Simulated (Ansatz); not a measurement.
## C₂H₄N (charge +1), SMILES CC#[NH+]: an active-space calculation, step by step

Program: Ansatz 0.2.0, Python API.

The cells in order, each with its output:

```python
import ansatz as az

GEOMETRY = """
C    -0.68564    0.51942   -0.27775
C     0.36792   -0.27369    0.14973
N     1.23925   -0.93388    0.50080
H    -1.49491   -0.10931   -0.66479
H    -0.35200    1.19497   -1.07268
H    -1.07030    1.11717    0.55556
H     1.99568   -1.51469    0.80912
"""
```

```python
mol = az.Crystal.molecule()
for line in GEOMETRY.strip().splitlines():
    symbol, *xyz = line.split()
    mol = mol.atom(symbol, [float(v) for v in xyz])
```

```python
calc = mol.calculation()
calc = calc.basis(gaussian="6-31G*")
calc = calc.charge(1)
calc = calc.correlation(active_electrons=6, active_orbitals=7)
for method in ["sc_nevpt2"]:
    rep = (calc if method is None else calc.correlation(method)).run(threads=1).report
    space = rep["configurations"]
    state = space["states"][0]
    print(method or "casscf", f"total {rep['free_energy_ev'] / 27.211386246:.6f} Ha, active-space state {state['energy']['hartree']:.6f} Ha, mean field {rep['reference_energy_ev'] / 27.211386246:.6f} Ha")
    print("  determinants", state["n_determinants"], " natural occupations", [round(n, 3) for n in space["natural_occupations"]])
print("effectively unpaired electrons, sum of min(n, 2 - n):", round(sum(min(n, 2 - n) for n in space["natural_occupations"]), 3))
```

    sc_nevpt2 total -132.619692 Ha, active-space state -132.349323 Ha, mean field -132.231015 Ha
      determinants 1225  natural occupations [1.981, 1.947, 1.947, 0.052, 0.052, 0.017, 0.003]
    effectively unpaired electrons, sum of min(n, 2 - n): 0.25

Notes:
- Total energies depend on the basis set; only differences at equal settings carry meaning.
- The geometry is a force-field or estimated start, not a minimum of this method, and the basis set is short of its limit. The active space starts as a window about the frontier orbitals and is then optimised, not chosen by chemistry.
- Timing: 10 s on 1 thread of Arm Neoverse V1, on a shared host, peak memory 0.18 GiB.
